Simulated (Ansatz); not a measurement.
**C₃H₅F₂ radical: up Jacob's ladder to CCSD(T)**

The task here is to estimate one member of a computed series from the others.

Method: functionals in def2-TZVPP, the program's frozen cores in correlated methods; program: Ansatz 0.2.0, Gaussian basis.

Plan: LDA (SPW92), PBE-D4, revPBE-D4, BLYP-D4, r2SCAN-D4, B97M-V, PBE0-D4, B3LYP-D4, r2SCANh-D4, r2SCAN0-D4, HSE06-D4, BHLYP-D4, CAM-B3LYP-D4, LC-ωPBE, ωB97X-V, ωB97M-V, B2PLYP, PBE-QIDH; CCSD(T)/def2-SVP; CCSD(T)/def2-TZVPP; MP2/def2-QZVPP; extrapolation to the limit; RPA on PBE.

**The relaxed structure**

The geometry comes from an earlier relaxation with PBE0-D4 in a triple-zeta def2 set; it is a stationary point, not always the lowest conformer.

SMILES `C[C](F)CF`, 10 atoms, charge 0, spin multiplicity 2.

Atoms are counted from 1 here; the program's logs count them from 0.

Bond lengths: C1–C2 1.473 Å, C1–H6 1.099 Å, C1–H7 1.093 Å, C1–H8 1.091 Å, C2–F3 1.344 Å, C2–C4 1.466 Å, C4–F5 1.405 Å, C4–H9 1.093 Å, C4–H10 1.092 Å. Angles: C2–C1–H6 111.3°, C2–C1–H7 110.8°, C2–C1–H8 110.3°, H6–C1–H7 107.5°, H6–C1–H8 107.9°, H7–C1–H8 108.9°, C1–C2–F3 114.5°, C1–C2–C4 125.7°, F3–C2–C4 114.8°, C2–C4–F5 111.7°, C2–C4–H9 110.4°, C2–C4–H10 110.6°, F5–C4–H9 106.8°, F5–C4–H10 107.1°, H9–C4–H10 110.0°.

The first run:

The input, in.yaml:

```yaml
crystal:
  periodic: [false, false, false]
  atoms:
    - {symbol: C, position_ang: [0.333498, -0.879956, 0.938751]}
    - {symbol: C, position_ang: [0.299797, -0.243914, -0.389864]}
    - {symbol: F, position_ang: [1.465364, -0.287182, -1.058170]}
    - {symbol: C, position_ang: [-0.602184, 0.836949, -0.798471]}
    - {symbol: F, position_ang: [-0.284676, 2.048770, -0.161604]}
    - {symbol: H, position_ang: [0.962597, -0.311631, 1.637408]}
    - {symbol: H, position_ang: [0.743718, -1.890996, 0.875081]}
    - {symbol: H, position_ang: [-0.671257, -0.932085, 1.359628]}
    - {symbol: H, position_ang: [-1.632634, 0.597187, -0.525450]}
    - {symbol: H, position_ang: [-0.531022, 1.011558, -1.874408]}
basis:
  gaussian: {orbitals: def2-TZVPP}
magnetization: {spin_polarized: true, initial_magnetization: 1}
hamiltonian: {xc: lda}
output: {orbitals: {seedname: orbitals}}
```

Steps of the session up to this table: LDA; PBE-D4 (GGA); revPBE-D4 (GGA); BLYP-D4 (GGA); r2SCAN-D4 (meta-GGA); B97M-V (meta-GGA); PBE0-D4 (hybrid); B3LYP-D4 (hybrid); r2SCANh-D4 (hybrid); r2SCAN0-D4 (hybrid); HSE06-D4 (hybrid); BHLYP-D4 (hybrid); CAM-B3LYP-D4 (range-separated); LC-ωPBE-D4 (range-separated; the results give it without D4); ωB97X-V (range-separated); ωB97M-V (range-separated); B2PLYP (double hybrid); PBE-QIDH (double hybrid).

One of the session's tables, all rows but one given; the rest of the session is left out.

It belongs to the step «Orbital energies across the functionals». 

| functional | HOMO (eV) | LUMO (eV) | gap (eV) |
| --- | --- | --- | --- |
| LDA (SPW92) | -4.69 | -3.41 | 1.28 |
| PBE-D4 | ? | ? | ? |
| revPBE-D4 | -4.64 | -2.73 | 1.91 |
| BLYP-D4 | -4.56 | -2.89 | 1.68 |
| r2SCAN-D4 | -5.13 | -2.25 | 2.88 |
| B97M-V | -4.96 | -2.56 | 2.40 |
| PBE0-D4 | -6.18 | -1.63 | 4.55 |
| B3LYP-D4 | -5.90 | -2.09 | 3.81 |
| r2SCANh-D4 | -5.69 | -1.82 | 3.87 |
| r2SCAN0-D4 | -6.53 | -1.19 | 5.34 |
| HSE06-D4 | -5.77 | -2.03 | 3.74 |
| BHLYP-D4 | -7.59 | -0.50 | 7.09 |
| CAM-B3LYP-D4 | -7.58 | -0.61 | 6.97 |
| LC-ωPBE | -8.99 | 0.91 | 9.90 |
| ωB97X-V | -8.46 | 0.46 | 8.92 |
| ωB97M-V | -8.24 | 0.30 | 8.54 |

**Question.** Estimate the row for PBE-D4.

**Answer.** HOMO (eV): -4.69; LUMO (eV): -2.88; gap (eV): 1.80.
